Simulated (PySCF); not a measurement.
Gas-phase reaction: 2 NO2 ⇌ 2 NO + O2

Computed with PySCF and rigid-rotor harmonic-oscillator thermochemistry at 1 bar. The comparison is the NASA 1993 polynomial table, which mixes measured and estimated data. † marks an energy on the PBE0/def2-TZVP geometry and frequencies. MP2 and CCSD(T) freeze the core. Open shells (unrestricted): NO2 (multiplicity 2), NO (multiplicity 2), O2 (multiplicity 3). Spin-orbit splitting is ignored; it lowers the true energy and changes the entropy of NO. MP2 isn't extrapolated to the basis-set limit. CCSD(T) isn't extrapolated to the basis-set limit.

```json
[
 {"level": "table", "ΔH°(298 K), kJ": "114.2"},
 {"level": "CCSD(T)/def2-TZVPP†", "ΔH°(298 K), kJ": "(withheld)"},
 {"level": "HF/def2-TZVP†", "ΔH°(298 K), kJ": "(withheld)"},
 {"level": "M06-2X/def2-TZVP†", "ΔH°(298 K), kJ": "90.0"},
 {"level": "MP2/def2-TZVPP†", "ΔH°(298 K), kJ": "156.9"},
 {"level": "PBE0/def2-SVP†", "ΔH°(298 K), kJ": "156.8"},
 {"level": "r2SCAN/def2-TZVP†", "ΔH°(298 K), kJ": "(withheld)"},
 {"level": "ωB97X-V/def2-TZVP†", "ΔH°(298 K), kJ": "(withheld)"}
]
```

**Question.** Some entries are withheld; supply them.

**Answer.** 
- CCSD(T)/def2-TZVPP†, ΔH°(298 K), kJ: 93.5
- HF/def2-TZVP†, ΔH°(298 K), kJ: -134.1
- r2SCAN/def2-TZVP†, ΔH°(298 K), kJ: 171.4
- ωB97X-V/def2-TZVP†, ΔH°(298 K), kJ: 101.8
